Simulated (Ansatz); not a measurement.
Which is lower?

Two relaxed structures of SiNH₄ (charge +1), closed shell (PBE0-D4/def2-TZVP; forces vanish, vibrations not checked).

A:

```
6
angstrom
N 0.0544 -0.8277 0.4241
Si -0.0908 0.9415 -0.4454
H 0.3445 -1.5686 -0.2148
H -0.8351 -1.1125 0.8432
H 0.7259 -0.8077 1.1967
H -0.5204 1.4892 0.9014
```

B:

N1  (-0.002, -0.832, 0.206)
Si2  (0.002, 0.756, -0.187)
H3  (0.338, -1.564, -0.407)
H4  (-0.345, -1.192, 1.089)
H5  (0.530, 1.129, -1.504)
H6  (-0.523, 1.703, 0.803)
(Å)

Computed with Ansatz 0.2.0 (basis: def2-TZVPP); correlated methods freeze the cores. B3LYP uses VWN-RPA correlation.

(1) Which structure is lower at CCSD(T), and by how much? (Judge from chemistry; the value comes from the calculation.)

No T1 diagnostic of these runs exceeds 0.015. The restricted Hartree–Fock reference is unstable towards an unrestricted one at one or more of these structures.

Results:

(1) By the calculation: B, by 15.51 kcal/mol (electronic energy, against the other). By their contacts, A is SiNH₄ ([NH3][SiH]), total charge +1 and B is SiNH₄ ([NH2][SiH2]), total charge +1.

All methods give the same order:

| method | E(B) − E(A) (kcal/mol) |
| --- | --- |
| PBE-D4 | -16.43 |
| r2SCAN-D4 | -20.75 |
| PBE0-D4 | -16.97 |
| B3LYP-D4 | -16.92 |
| wB97M-V | -15.07 |
| HF | -18.28 |
| MP2 | -19.32 |
| CCSD | -15.08 |
| CCSD(T) | -15.51 |

Labels in which every atom is bracketed show which atoms are joined, not bond orders.

For scale, one of the runs: CCSD(T)/def2-TZVPP, 129 basis functions, launched by `ansatz run in.yaml --threads 2 --pin off --events-out ev --progress --plain --max-ram 4352MiB`. Time: 3.7 s of wall clock on 2 CPU threads of an AMD EPYC 7R13; the host was shared. Peak host memory: 0.6 GiB.
